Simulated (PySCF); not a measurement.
Dipole moment and polarisability across levels of theory

Species: acetyl fluoride, C2H3FO.
InChI=1S/C2H3FO/c1-2(3)4/h1H3

PySCF, dipoles from the SCF density, polarisabilities from static response with core orbitals frozen. Isolated species at its PBE0-D3(BJ)/def2-SVP geometry, gas phase.

Reference dipole: 2.960 D (measured, gas; NIST CCCBDB Release 22 (SRD 101), experimental dipoles). The anisotropy is √(½[(α1 − α2)² + (α2 − α3)² + (α3 − α1)²]).

```csv
level,μ (D),error (%),α (Å³),anisotropy (Å³)
wB97X-D/def2-SVPD,3.034,+2.5,4.34,1.36
LC-wPBE/def2-SVPD,3.020,+2.0,4.28,1.34
PBE0/6-31G*,2.796,-5.6,3.41,1.33
PBE0/def2-SVP,2.840,-4.1,3.41,1.30
PBE0/6-31+G*,3.057,+3.3,3.98,1.53
PBE0/aug-cc-pVDZ,2.978,+0.6,4.38,1.46
PBE0/def2-TZVP,2.954,-0.2,4.04,1.40
PBE0/def2-TZVPD,2.976,+0.5,4.42,1.42
PBE0/aug-cc-pVTZ,2.980,+0.7,4.43,1.43
```

For the dipole, the smallest error is 0.2% (PBE0/def2-TZVP) and the largest 5.6% (PBE0/6-31G*). The dipole runs from 2.80 D (PBE0/6-31G*) to 3.06 D (PBE0/6-31+G*). No reference polarisability is at hand; against PBE0 in the largest diffuse basis at hand (aug-cc-pVTZ) the other PBE0 rows deviate by 6-31G* -23%, def2-SVP -23%, 6-31+G* -10%, aug-cc-pVDZ -1%, def2-TZVP -9%, def2-TZVPD 0%. With PBE0 the polarisability is 3.62 Å³ without diffuse functions (mean of 6-31G*, def2-SVP and def2-TZVP) and 4.30 Å³ with them (mean of 6-31+G*, aug-cc-pVDZ, def2-TZVPD and aug-cc-pVTZ). Measured values can belong to vibrating molecules and may average over conformers; the computed ones are for one fixed geometry.
